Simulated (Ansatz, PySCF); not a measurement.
Molecule: NO, charge 0, multiplicity 2. SMILES: [N]=O
Geometry: optimised at B3LYP-D3(BJ)/def2-TZVP (Ansatz, a program for electronic structure).

Wanted: enthalpy of formation at 298 K, in kcal/mol. Set-up: open shells spin-unrestricted; non-relativistic; spin-orbit terms left out. Ab initio and DFT rows: single points at B3LYP-D3(BJ) geometries (Ansatz), with unscaled harmonic terms from B3LYP/6-31G* at its own minima, enthalpies of formation by atomisation with measured atoms.

```
species  coefficient  E at BP86/def2-SVP (PySCF), Eh  E at M06-2X/def2-TZVPD (PySCF), Eh  H(298 K) - E, kcal/mol
-------  -----------  ------------------------------  ----------------------------------  ----------------------
[N]=O             +1                      -129.79583                          -129.89565                    4.92
N atom            -1                       -54.52739                           -54.58717                       -
O atom            -1                       -74.99134                           -75.06660                       -
```

The atoms take no thermal term, since their enthalpies of formation at 0 K are used: the result is the sum of coefficient times E, plus the molecule's thermal term, plus number times (enthalpy of formation minus H(298) - H(0)) over the atoms. Measured values of the atoms (G2/97 table in ASE), kcal/mol:

```csv
atom,number,enthalpy of formation of the gas at 0 K,H(298) - H(0) of the element's standard state
N,1,112.53,1.04
O,1,58.99,1.04
```

Measured values: Active Thermochemical Tables 1.112 (ions: stationary electron), as tabulated in the package chemicals; they hold spin-orbit and core effects, anharmonicity.  Value to compare with, the measured value: 21.8 kcal/mol. 1 Eh = 627.5095 kcal/mol.

Question: Work the quantity out at each level, and compare with the measured value.

Answer: 
- BP86/def2-SVP: the sum of coefficient times E is -0.27710 Eh, or -173.88 kcal/mol; the thermal terms add 4.92; the atoms' measured terms add 169.44. Result: 0.5 kcal/mol. Its error against the measured value is -21.3 kcal/mol.
- M06-2X/def2-TZVPD: the sum of coefficient times E is -0.24188 Eh, or -151.78 kcal/mol; the thermal terms add 4.92; the atoms' measured terms add 169.44. Result: 22.6 kcal/mol. Its error against the measured value is 0.8 kcal/mol.
